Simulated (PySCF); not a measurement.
**Silicon: a sound run and one with changed settings**

Sound run: Si [Ne] 3s2 3p2, Si⁺ [Ne] 3s2 3p1. All numbers are calculated (PySCF 2.14, the spin-free X2C one-electron Hamiltonian (Gaussian nucleus), in cc-pVTZ-DK (5s4p2d1f, 34 functions)). In the sound run the correlated levels freeze [Ne]. The sound run starts from symmetry-adapted Hartree-Fock orbitals and uses a fine grid where one is needed.

Changed run: no relativity, point nucleus. This setting is unsound on purpose.

```
species   method  sound run (hartree)  changed run (hartree)  converged
     Si      UHF           -289.45898             -288.71882        yes
     Si     TPSS           -290.00077             -289.26120        yes
     Si     BP86           -290.01143             -289.27198        yes
     Si      MP2           -289.51503             -288.77488        yes
     Si  CCSD(T)           -289.53558             -288.79549        yes
    Si⁺      UHF           -289.17859             -288.43794        yes
    Si⁺     TPSS           -289.69973             -288.95960        yes
    Si⁺     BP86           -289.70843             -288.96844        yes
    Si⁺      MP2           -289.21989             -288.47924        yes
    Si⁺  CCSD(T)           -289.23803             -288.49747        yes
```

Ionisation energy of Si:

| method | sound run (eV) | changed run (eV) |
| --- | --- | --- |
| UHF | 7.630 | 7.643 |
| TPSS | 8.192 | 8.207 |
| BP86 | 8.245 | 8.260 |
| MP2 | 8.031 | 8.045 |
| SCS-MP2 | 7.946 | 7.959 |
| CCSD | 8.060 | 8.072 |
| CCSD(T) | 8.097 | 8.110 |

Most of the change in total energy is the relativistic energy itself. On top of that the contraction fixes the core shape for the Hamiltonian it was made with, so the changed run is not a good calculation with the other Hamiltonian either.

For comparison, NIST gives 8.152 eV between the lowest levels.
